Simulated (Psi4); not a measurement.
**Si2H6O (disiloxane) at CAM-B3LYP/cc-pVDZ**

What is the vertical singlet–triplet gap of Si2H6O (disiloxane) at CAM-B3LYP/cc-pVDZ? The job is set up through a QCSchema input.

Program for the calculation: Psi4 1.11.

### 1 The system as given

Si2H6O: 9 atoms, total charge 0, spin state singlet. As SMILES, `[SiH3]O[SiH3]`. Geometry: relaxed at PBE0-D4/def2-TZVP.

Bond lengths: Si1–O2 1.634 Å, O2–Si3 1.634 Å, Si1–H4 1.487 Å, Si1–H5 1.483 Å, Si1–H6 1.487 Å, Si3–H7 1.483 Å, Si3–H8 1.486 Å, Si3–H9 1.487 Å. Some angles: Si1–O2–Si3 147.2°, O2–Si1–H4 110.2°, O2–Si1–H5 108.3°, O2–Si1–H6 110.2°, O2–Si3–H7 108.3°, O2–Si3–H8 110.2°, O2–Si3–H9 110.2°, H4–Si1–H5 109.6°, H4–Si1–H6 109.0°, H5–Si1–H6 109.6°.

### 2 Energy and gradient at CAM-B3LYP/cc-pVDZ

File job.json:

```json
{
  "schema_name": "qcschema_input",
  "schema_version": 1,
  "molecule": {
    "schema_name": "qcschema_molecule",
    "schema_version": 2,
    "symbols": ["Si", "O", "Si", "H", "H", "H", "H", "H", "H"],
    "geometry": [-1.34225357, 1.9892391, -1.73764097, 0.80417295, 0.17194618, -0.463701, 1.46561489, -1.9630664, 1.66626601, -3.37745081, 0.42817415, -2.88307956, -0.11459299, 3.53836099, -3.72317621, -2.46830357, 3.67128433, 0.21038321, 4.20326113, -2.53814785, 1.5117998, -0.01759335, -4.30026077, 1.18822199, 0.84714532, -0.99752973, 4.23092672],
    "molecular_charge": 0,
    "molecular_multiplicity": 1,
    "fix_symmetry": "c1"
  },
  "driver": "gradient",
  "model": {
    "method": "cam-b3lyp",
    "basis": "cc-pVDZ"
  },
  "keywords": {
    "puream": true,
    "e_convergence": 1e-09,
    "d_convergence": 1e-08,
    "scf_type": "pk",
    "dft_radial_points": 99,
    "dft_spherical_points": 590
  }
}
```

The run is started by

```sh
$ psi4 --qcschema job.json -n 1 --memory 2200MB
```

stdout:

```text
[...]
  Running in c1 symmetry.
[...]
  Nuclear repulsion =  159.419028903609188
[...]
  Multiplicity = 1
[...]
  Nalpha       = 21
  Nbeta        = 21
[...]
    Number of basis functions: 80
[...]
   @RKS iter   1:  -657.70780961339153   -5.16399e-01   7.35965e-03 ADIIS/DIIS
[...]
   @RKS iter   9:  -657.84178175741158   -1.65983e-11   9.52957e-09 DIIS
[...]
    Orbital Energies [Eh]
    ---------------------
    Doubly Occupied:
       1A    -66.243774     2A    -66.243774     3A    -19.213642
       4A     -5.388651     5A     -5.388604     6A     -3.749597
       7A     -3.749588     8A     -3.746387     9A     -3.746385
      10A     -3.746373    11A     -3.746371    12A     -1.082979
      13A     -0.676750    14A     -0.583275    15A     -0.499439
      16A     -0.481366    17A     -0.481075    18A     -0.411189
      19A     -0.410824    20A     -0.369416    21A     -0.364850
[...]
  @RKS Final Energy:  -657.84178175741158
   => Energetics <=
    Nuclear Repulsion Energy =            159.4190289036091883
    One-Electron Energy =               -1226.5321609157213061
    Two-Electron Energy =                 448.9361982858989677
    DFT Exchange-Correlation Energy =     -39.6648480311985168
    Empirical Dispersion Energy =           0.0000000000000000
    VV10 Nonlocal Energy =                  0.0000000000000000
    Total Energy =                       -657.8417817574116953
[...]
 Multipole Moments:
 ------------------------------------------------------------------------------------
     Multipole            Electronic (a.u.)      Nuclear  (a.u.)        Total (a.u.)
 ------------------------------------------------------------------------------------
 L = 1.  Multiply by 2.5417464519 to convert [e a0] to [Debye]
 Dipole X            :          0.9234766           -1.0486308           -0.1251542
 Dipole Y            :          0.1974645           -0.2239048           -0.0264403
 Dipole Z            :         -0.5325233            0.6050292            0.0725059
 Magnitude           :                                                    0.1470367
[...]
  -Total Gradient:
     Atom            X                  Y                   Z
    ------   -----------------  -----------------  -----------------
       1        0.015205228804    -0.013356237151     0.009580133543
       2       -0.011529102018    -0.002482287157     0.006635456089
       3       -0.005293920946     0.015495994637    -0.015279387633
       4        0.002139136483     0.001406365523     0.001229168232
       5       -0.001059473804    -0.001573045392     0.001959339152
       6        0.001240742437    -0.001793258003    -0.001825659170
       7       -0.002645547326     0.000659299327     0.000036006135
       8        0.001397765355     0.002451923452     0.000331812496
       9        0.000543003521    -0.000809423799    -0.002665856378
[...]
```

Wall time 59 s (1 thread of Intel Xeon at 2.60GHz (Ice Lake), shared host); peak memory 1.4 GiB.

### 3 The triplet at the same level

File h6osi2.json:

```json
{
 "schema_name": "qcschema_input",
 "schema_version": 1,
 "molecule": {
  "schema_name": "qcschema_molecule",
  "schema_version": 2,
  "symbols": ["Si", "O", "Si", "H", "H", "H", "H", "H", "H"],
  "geometry": [-1.34225357, 1.9892391, -1.73764097, 0.80417295, 0.17194618, -0.463701, 1.46561489, -1.9630664, 1.66626601, -3.37745081, 0.42817415, -2.88307956, -0.11459299, 3.53836099, -3.72317621, -2.46830357, 3.67128433, 0.21038321, 4.20326113, -2.53814785, 1.5117998, -0.01759335, -4.30026077, 1.18822199, 0.84714532, -0.99752973, 4.23092672],
  "molecular_charge": 0,
  "molecular_multiplicity": 3,
  "fix_symmetry": "c1"
 },
 "driver": "gradient",
 "model": {
  "method": "cam-b3lyp",
  "basis": "cc-pVDZ"
 },
 "keywords": {
  "reference": "uks",
  "puream": true,
  "e_convergence": 1e-09,
  "d_convergence": 1e-08,
  "scf_type": "pk",
  "dft_radial_points": 99,
  "dft_spherical_points": 590,
  "maxiter": 100,
  "scf_properties": ["MULLIKEN_CHARGES", "DIPOLE", "WIBERG_LOWDIN_INDICES"]
 }
}
```

The run is started by

```sh
$ psi4 --qcschema h6osi2.json -n 1 --memory 2200MB
```

stdout, cut to the lines that bear on the results:

```text
[...]
  Running in c1 symmetry.
[...]
  Nuclear repulsion =  159.419028903609188
[...]
  Multiplicity = 3
[...]
  Nalpha       = 22
  Nbeta        = 20
[...]
    Number of basis functions: 80
[...]
   @UKS iter   1:  -657.41713792917915   -2.25727e-01   7.25442e-03 ADIIS/DIIS
[...]
   @UKS iter  19:  -657.57099027940626   -3.13776e-11   8.76510e-09 DIIS
[...]
   @S^2 Observed:                2.009158031E+00
[...]
  @UKS Final Energy:  -657.57099027940626
   => Energetics <=
    Nuclear Repulsion Energy =            159.4190289036091883
    One-Electron Energy =               -1225.4646028688846400
    Two-Electron Energy =                 448.0576534357545597
    DFT Exchange-Correlation Energy =     -39.5830697498855031
    Empirical Dispersion Energy =           0.0000000000000000
    VV10 Nonlocal Energy =                  0.0000000000000000
    Total Energy =                       -657.5709902794063737
[...]
 Multipole Moments:
[...]
  Mulliken Charges: (a.u.)
   Center  Symbol    Alpha    Beta     Spin     Total
       1    SI     7.18702  6.68716  0.49987  0.12582
       2     O     4.34868  3.79875  0.54994 -0.14743
       3    SI     7.18702  6.68716  0.49987  0.12582
       4     H     0.56415  0.43342  0.13074  0.00243
       5     H     0.51422  0.53745 -0.02324 -0.05167
       6     H     0.56026  0.44260  0.11766 -0.00287
       7     H     0.51422  0.53745 -0.02323 -0.05167
       8     H     0.56417  0.43337  0.13081  0.00246
       9     H     0.56025  0.44265  0.11760 -0.00289
   Total alpha = 22.00000, Total beta = 20.00000, Total charge = -0.00000
[...]
  -Total Gradient:
     Atom            X                  Y                   Z
    ------   -----------------  -----------------  -----------------
       1        0.047157848178    -0.054659056984     0.040859708655
       2       -0.035810003917    -0.006900206408     0.021531475822
       3       -0.030865209762     0.055140068380    -0.053744906159
       4        0.004897194360     0.005582185010    -0.001474341928
       5       -0.002034826398     0.001787662785    -0.000712957468
       6        0.003582952633     0.000490544081    -0.006157235145
       7        0.000399258710    -0.001634176896     0.002240031835
       8        0.007030761442     0.002585837226     0.001118090793
       9        0.005638700542    -0.002393729391    -0.003658136111
[...]
```

Wall time 89 s (1 thread of Intel Xeon at 2.60GHz (Ice Lake), shared host); peak memory 1.4 GiB.

### 4 Summary of results

At CAM-B3LYP/cc-pVDZ:

```
                                        quantity          value
                           singlet: total energy  -657.84178 Eh
                          singlet: dipole moment         0.37 D
                            singlet: HOMO energy       -9.93 eV
                            singlet: LUMO energy        1.32 eV
                          singlet: HOMO–LUMO gap       11.25 eV
               singlet: largest force on an atom     1.152 eV/Å
                           triplet: total energy  -657.57099 Eh
                          triplet: dipole moment         0.74 D
     triplet: HOMO energy (highest over α and β)       -2.72 eV
                                   triplet: ⟨S²⟩          2.009
               triplet: largest force on an atom     4.266 eV/Å
vertical energy of the triplet above the singlet       7.369 eV
```

What this shows: At this shape the triplet lies 7.37 eV (170 kcal/mol) above the singlet. The largest force (singlet) is 1.15 eV/Å: the shape isn't a stationary point for this species at this level. Mulliken charges (triplet) run from -0.15 on O2 to +0.13 on Si1; they depend strongly on the basis.
